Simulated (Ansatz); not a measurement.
bcc W, treated with r²SCANh in Ansatz (PAW).

From the output:

```
WARN output.stress: scf.exx.energy_threshold = 1e-6 eV is looser than the 1e-8 eV advised for a stress under a hybrid functional (1e-8 eV for each atom of the …
Crystal: 1 atoms, lattice volume = 16.644 Å³
Basis set: ecut = 520 eV, 429 PW (Γ), exchange–correlation on 72×72×72 points (27 copies of the dense FFT grid, shifted against one another)
Bands: 11, of which v1, the nominal top of the filled ones, is band 7 counted from 1 (6 counted from 0)
Symmetry: 48 space group operations
Space group: Im-3m (ITA 229), of the structure as read, at distance tolerance 2.6e-5 Å
k-points: 104 of 2744
Functional: x = r2scan, c = r2scan; τ floored in thin density (d = 2e-4 eV/Å³), warm-up for x = 0.9 r2scan + 0.1 exact, c = r2scan; τ floored in thin density (d = 2e-4 eV/Å³)
SCF iter   1: F=—  HF=-10397.249799 eV  |F-HF|=—  |Δ(HF+E_count)|=         —  Δρ=5.52e-3  dr2=1.05e-3  dr2_τ=4.09e-2
SCF iter   2: F=—  HF=-10397.263576 eV  |F-HF|=—  |Δ(HF+E_count)|=   1.38e-2  Δρ=3.56e-3  dr2=4.66e-4  dr2_τ=1.68e-4
  ...
SCF 1 converged in 7 iterations: F = -10397.264161 eV  dr2 = 7.75e-12
Crystal: 1 atoms, lattice volume = 16.644 Å³
Initial density: handed on by an earlier stage of this run
Functional: x = 0.9 r2scan + 0.1 exact, c = r2scan; τ floored in thin density (d = 2e-4 eV/Å³)
Crystal: 1 atoms, lattice volume = 16.644 Å³
SCF iter   2: F=—  HF=-10395.592678 eV  |F-HF|=—  |Δ(HF+E_count)|=   2.19e-8  Δρ=6.02e-6  dr2=2.25e-9  dr2_τ=1.86e-10
SCF iter   3: F=-10395.592678 eV  HF=-10395.592678 eV  |F-HF|=1.64e-11  |Δ(HF+E_count)|=   2.57e-9  Δρ=6.55e-7  dr2=1.79e-11  dr2_τ=2.16e-11
SCF 3 converged in 3 iterations: F = -10395.592678 eV  dr2 = 1.79e-11
Free energy (F): -10395.592678 eV
Internal energy: -10395.590033 eV  (E = F + TS)
E sigma→0 (E₀):  -10395.591355 eV
Fermi energy:    21.328977 eV
--- Stress (GPa, compression-positive) ---
      -14.738018       0.000000      -0.000000
        0.000000     -14.738018       0.000000
        0.000000       0.000000     -14.738018
  P = ⅓ Tr σ = -14.7380 GPa (-147.380 kbar)
```

Problem. Write an input file that could have produced this run (the log leaves some choices open).

Solution. One answer among several that fit: 
Ansatz 0.2 input:
```yaml
crystal:
  lattice:
    - [-1.6084254863, 1.6084254863, 1.6084254863]
    - [1.6084254863, -1.6084254863, 1.6084254863]
    - [1.6084254863, 1.6084254863, -1.6084254863]
  atoms:
    - { symbol: W, position: [0.0, 0.0, 0.0] }
basis:
  ecutwfc: 520
  ecutrho_ratio: 4
  xc_grid: 3
kpoints:
  mp_grid: { grid: [14, 14, 14] }
hamiltonian:
  xc: r2scanh
  dispersion: none
  pseudopotentials: { kind: paw }
scf:
  occupations: { method: fermi_dirac, width: 0.05 }
  convergence: { dr2_threshold: 0.0000000001 }
output:
  forces: false
  stress: true
  eigenvalues: true
```

The cell is one volume of an energy–volume scan, off the minimum.

The PAW data were made under PBE.

Note: the run warned that the count of filled bands differs between k points.

Cost on a shared machine: very roughly 120 core-seconds.

Ansatz is a program for electronic structure.
